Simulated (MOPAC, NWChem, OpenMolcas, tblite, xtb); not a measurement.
How methods differ on BClO (boron chloride oxide)

BClO: 3 atoms, total charge 0, spin state singlet. SMILES: `O=BCl`. The coordinates come from a GFN2-xTB relaxation.

```xyz
3

O     1.0196    0.6062    0.6270
B     0.1131    0.0666    0.0695
Cl   -1.1326   -0.6728   -0.6965
```

Quantity: the dipole moment, in D. The values are calculated.

| level | kind | program | value (D) |
| --- | --- | --- | --- |
| MNDO | semi-empirical | MOPAC | 1.90 |
| GFN1-xTB | semi-empirical | tblite | 2.87 |
| PM7 | semi-empirical | MOPAC | 0.79 |
| GFN2-xTB | semi-empirical | xtb | 1.70 |
| HF/STO-3G | Hartree–Fock | OpenMolcas | 0.54 |
| HF/3-21G | Hartree–Fock | OpenMolcas | 1.86 |
| HF/ANO-S-VDZP (Cholesky decomposition) | Hartree–Fock | OpenMolcas | 3.30 |
| HF/def2-SVP | Hartree–Fock | OpenMolcas | 2.98 |
| HF/6-311G | Hartree–Fock | NWChem | 2.45 |
| SVWN5/STO-3G | LDA | OpenMolcas | 0.41 |

The values span 0.41 to 3.30 D. Magnitudes only: a small dipole may point the other way at some levels. Sets without polarisation functions give poor dipoles.
